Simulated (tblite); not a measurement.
# BF6H3: the cost of one run

Programs: tblite 0.8.0 and PySCF 2.14.0. All values are calculated, for the isolated system unless a continuum is named. Atoms count from 0, parts from 1.

## Step 1: Starting point

10 atoms, charge 0, multiplicity 1; geometry: rigid parts in contact. Parts: 1 = atoms 0–3, `FB(F)F`, charge 0; 2 = atoms 4–5, `F`, charge 0; 3 = atoms 6–7, `F`, charge 0; 4 = atoms 8–9, `F`, charge 0.

## Step 2: Bringing the parts together with GFN2-xTB

The job: settings as JSON, then the geometry in Å.

```
{"job": {"kind": "dock", "xc": "GFN2-xTB", "basis": "xTB"}, "charge": 0, "multiplicity": 1, "parts": [{"atoms": "0-3", "charge": 0, "multiplicity": 1}, {"atoms": "4-5", "charge": 0, "multiplicity": 1}, {"atoms": "6-7", "charge": 0, "multiplicity": 1}, {"atoms": "8-9", "charge": 0, "multiplicity": 1}]}
F      1.143331    -0.556402     0.215214
B      0.023035    -0.003314    -0.131771
F     -0.950150    -0.761847    -0.584684
F     -0.156232     1.275134    -0.049739
F     -3.094669    -1.970437     0.480523
H     -2.614629    -1.880129    -0.318712
F     -2.708765    -0.033853     2.096588
H     -3.035033    -0.795074     1.639760
F     -4.280907     0.372315     4.216131
H     -3.621438     0.517454     3.563152
```

Method: GFN2-xTB search for minima from random contacts, gas phase.

On the command line:

```console
> OMP_NUM_THREADS=1 python cluster_run.py task.json out
```

One launch serves the whole session: the jobs run in the order shown.

**Question.** How long does this first job take on 1 thread of Arm Neoverse V2, shared host?

About 11 s.
